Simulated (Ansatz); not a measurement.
# C4H7FO: a ladder of functionals and wavefunction methods

An exercise on one series of results from a longer session: the logs are not shown, and one member is left open.

Computed with Ansatz 0.2.0, Gaussian basis. Level: functionals in def2-TZVPP, the program's frozen cores in correlated methods.

The runs, in order: LDA (SPW92), PBE-D4, revPBE-D4, BLYP-D4, r2SCAN-D4, B97M-V, PBE0-D4, B3LYP-D4, r2SCANh-D4, r2SCAN0-D4, HSE06-D4, BHLYP-D4, CAM-B3LYP-D4, LC-ωPBE, ωB97X-V, ωB97M-V, B2PLYP, PBE-QIDH; CCSD(T)/def2-SVP; CCSD(T)/def2-TZVPP; MP2/def2-QZVPP; extrapolation to the limit; RPA on PBE.

## Structure used throughout

The geometry comes from an earlier relaxation with PBE0-D4 in a triple-zeta def2 set; it is a stationary point, not always the lowest conformer.

SMILES `C=COC(C)F`, 13 atoms, charge 0, spin multiplicity 1.

Atoms are counted from 1 here; the program's logs count them from 0.

Bond lengths: C1–C2 1.325 Å, C1–H7 1.081 Å, C1–H8 1.081 Å, C2–O3 1.359 Å, C2–H9 1.084 Å, O3–C4 1.385 Å, C4–C5 1.499 Å, C4–F6 1.382 Å, C4–H10 1.097 Å, C5–H11 1.090 Å, C5–H12 1.090 Å, C5–H13 1.091 Å. Angles: C2–C1–H7 118.4°, C2–C1–H8 123.5°, H7–C1–H8 118.0°, C1–C2–O3 128.0°, C1–C2–H9 122.3°, O3–C2–H9 109.8°, C2–O3–C4 117.9°, O3–C4–C5 108.8°, O3–C4–F6 109.6°, O3–C4–H10 109.7°, C5–C4–F6 109.1°, C5–C4–H10 113.3°, F6–C4–H10 106.2°, C4–C5–H11 109.7°, C4–C5–H12 110.0°, C4–C5–H13 109.6°, H11–C5–H12 109.1°, H11–C5–H13 109.3° and more.

The first run:

The input, in.yaml:

```yaml
crystal:
  periodic: [false, false, false]
  atoms:
    - {symbol: C, position_ang: [-1.902583, 1.120634, 0.260114]}
    - {symbol: C, position_ang: [-0.639138, 1.515971, 0.194880]}
    - {symbol: O, position_ang: [0.478197, 0.742993, 0.163951]}
    - {symbol: C, position_ang: [0.319591, -0.617990, -0.037844]}
    - {symbol: C, position_ang: [1.657177, -1.220437, -0.345827]}
    - {symbol: F, position_ang: [-0.187108, -1.201402, 1.108120]}
    - {symbol: H, position_ang: [-2.678594, 1.873299, 0.249456]}
    - {symbol: H, position_ang: [-2.200032, 0.085180, 0.351480]}
    - {symbol: H, position_ang: [-0.361381, 2.562938, 0.156594]}
    - {symbol: H, position_ang: [-0.424992, -0.790848, -0.824918]}
    - {symbol: H, position_ang: [1.556337, -2.299214, -0.464887]}
    - {symbol: H, position_ang: [2.054259, -0.794541, -1.267809]}
    - {symbol: H, position_ang: [2.348664, -1.011385, 0.471391]}
basis:
  gaussian: {orbitals: def2-TZVPP}
hamiltonian: {xc: lda}
output: {orbitals: {seedname: orbitals}}
```

On the command line:

```bash
$ ansatz run in.yaml --threads 4 --pin off --events-out ev --progress --plain --max-ram 10444MiB
```

Steps of the session up to this table: LDA; PBE-D4 (GGA); revPBE-D4 (GGA); BLYP-D4 (GGA); r2SCAN-D4 (meta-GGA); B97M-V (meta-GGA); B3LYP-D4 (hybrid); r2SCANh-D4 (hybrid); r2SCAN0-D4 (hybrid); HSE06-D4 (hybrid); BHLYP-D4 (hybrid); CAM-B3LYP-D4 (range-separated); LC-ωPBE (range-separated); ωB97X-V (range-separated); ωB97M-V (range-separated); B2PLYP (double hybrid); PBE-QIDH (double hybrid).

One table of the session follows, with a row left open; its other results are not shown here.

It belongs to the step «Frontier levels by functional». 

```
  functional  HOMO (eV)  LUMO (eV)  gap (eV)
 LDA (SPW92)      -6.11      -0.76      5.35
      PBE-D4      -5.90      -0.50      5.40
   revPBE-D4      -5.82      -0.39      5.43
     BLYP-D4      -5.76      -0.39      5.37
   r2SCAN-D4      -6.11      -0.23      5.88
      B97M-V      -6.15      -0.18      5.97
     PBE0-D4      -7.10       0.55      7.65
    B3LYP-D4      -6.88       0.28      7.16
  r2SCANh-D4      -6.57       0.15      6.72
  r2SCAN0-D4      -7.26       0.71      7.96
    HSE06-D4      -6.70       0.16      6.86
    BHLYP-D4      -8.18       1.65      9.83
CAM-B3LYP-D4      -8.47       1.67     10.14
     LC-ωPBE      -9.84       2.89     12.72
     ωB97X-V          ?          ?         ?
     ωB97M-V      -9.38       2.65     12.03
```

Estimate the missing values for ωB97X-V.

**Answer.** HOMO (eV): -9.46; LUMO (eV): 2.81; gap (eV): 12.26. In the column «HOMO (eV)» it lies between LC-ωPBE (-9.84) and ωB97M-V (-9.38).
